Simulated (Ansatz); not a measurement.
Scan of HSiAl, triplet

Starting geometry (PBE0/def2-TZVP stationary point for this spin, not checked as a minimum):

```xyz
3

Si    0.0000   -0.0360    1.1654
Al    0.0000   -0.0118   -1.2249
H     0.0000    1.3177    0.3154
```

From there the angle named below is changed in its plane at fixed bond lengths, both arms turning rigidly about the middle atom; atoms are numbered as listed. Energies are in eV, counted from the starting geometry at the same level. Kohn–Sham curves are unrestricted where that lies lower.

Basis 6-31G; Ansatz 0.2.0. Only valence electrons are correlated (noble-gas cores frozen).

Unrestricted Kohn–Sham rows aren't spin-pure: their determinants' ⟨S²⟩ exceeds S(S+1) by up to 0.11, so they mix in states of higher spin.

In so small a basis the reference is far from its limit while semilocal and hybrid functionals are nearer theirs (RPA and double hybrids share much of the reference's basis error), so the functionals' errors here hold much of the reference's basis and frozen-core error, which can add to them or hide them.

Full CI is exact within this basis and frozen core; it isn't the basis-set limit.

```csv
angle Al2-Si1-H3 (°),full CI,SPW92,PBE,r2SCAN,PBE0,B3LYP,wB97M-V,B2PLYP,PBE-QIDH,RPA-PBE
57.3,0.000,0.000,0.000,0.000,0.000,0.000,0.000,0.000,0.000,0.000
72.1,-0.049,-0.016,-0.033,-0.032,-0.031,-0.039,-0.016,-0.034,-0.029,-0.034
85.0,-0.058,0.008,-0.023,-0.030,-0.025,-0.039,0.004,-0.032,-0.024,-0.031
107.6,-0.080,0.041,-0.006,-0.026,-0.018,-0.031,0.023,-0.023,-0.025,-0.043
125.2,-0.075,0.076,0.022,-0.005,0.002,-0.002,0.040,0.003,-0.017,-0.032
139.8,-0.049,0.114,0.057,0.029,0.029,0.035,0.056,0.034,0.002,0.000
158.8,-0.002,0.160,0.101,0.075,0.065,0.080,0.071,0.074,0.034,0.046
180.0,0.025,0.181,0.120,0.098,0.083,0.100,0.076,0.093,0.051,0.070
```

**Question.** Judged by the spread of the error over the points with a reference (largest less smallest), which of these follows full CI best and which worst?

**Answer.** Subtracting the full CI column from each: best RPA-PBE (errors from 0.000 to 0.049, spread 0.049 eV), worst SPW92 (from 0.000 to 0.163, spread 0.163 eV). Functionals and wave-function methods converge differently with the basis, so part of this is basis effect.
